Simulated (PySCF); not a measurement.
**How well do the runs reproduce experiment for C2H2O?**

**Experimental background.**

From NIST CCCBDB Release 22 (SRD 101), experimental dipoles, for the gas: dipole moment (microwave Stark effect) 1.42 D.

The runs below try to reproduce these values; the comparison stands at the end.

Species: C2H2O.
Numbering: `[CH2:1]=[C:2]=[O:3]` (hydrogens: H4, H5 on C1)

Geometry (PBE0-D3(BJ)/def2-SVP, Å), atoms numbered from 1 in this order:
```
atom  x, y, z in Å
C1    -0.5238   -0.0420    0.2152
C2     0.7307   -0.0730   -0.1767
O3     1.8379   -0.0992   -0.5239
H4    -1.1167   -0.9564    0.1912
H5    -0.9558    0.8977    0.5597
```

The PySCF runs (gas phase, on this PBE0-D3(BJ)/def2-SVP geometry; no spin–orbit coupling):

| level | job | basis functions | wall time |
| --- | --- | --- | --- |
| PBE0-D3(BJ)/def2-SVP, grid level 1 | geometry optimisation from a GFN2-xTB start | 52 | 2.0 s |

Hardware: one thread of an Arm Neoverse V1, no GPU, shared host.

## Comparison

**Dipole moment.** Measured: 1.42 D (NIST CCCBDB Release 22 (SRD 101), experimental dipoles).

```
               level  computed (D)  computed − measured (D)  % (from the printed values)
PBE0-D3(BJ)/def2-SVP          1.37                    -0.05                           -4
```

The computed dipoles belong to one fixed geometry; measured ones are averaged over vibrations unless marked μe. Magnitudes are compared, not signs.

No measured geometry was used, and the causes of the misses weren't examined.
